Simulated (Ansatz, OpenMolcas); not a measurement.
How basis sets differ on CF2 (SMILES F[C]F)

CF2, singlet, SMILES `F[C]F`. Each level relaxes the structure for itself.

Quantity: the zero-point energy at each level's own minimum, in kJ/mol. The values are calculated.

| level | kind | program | value (kJ/mol) |
| --- | --- | --- | --- |
| HF/STO-3G | Hartree–Fock | Ansatz | 21.6 |
| HF/3-21G | Hartree–Fock | OpenMolcas | 19.6 |
| HF/6-31G* (Cartesian functions) | Hartree–Fock | Ansatz | 20.4 |
| HF/cc-pVTZ | Hartree–Fock | OpenMolcas | 20.4 |

Harmonic and unscaled. The values span 19.6 to 21.6 kJ/mol.
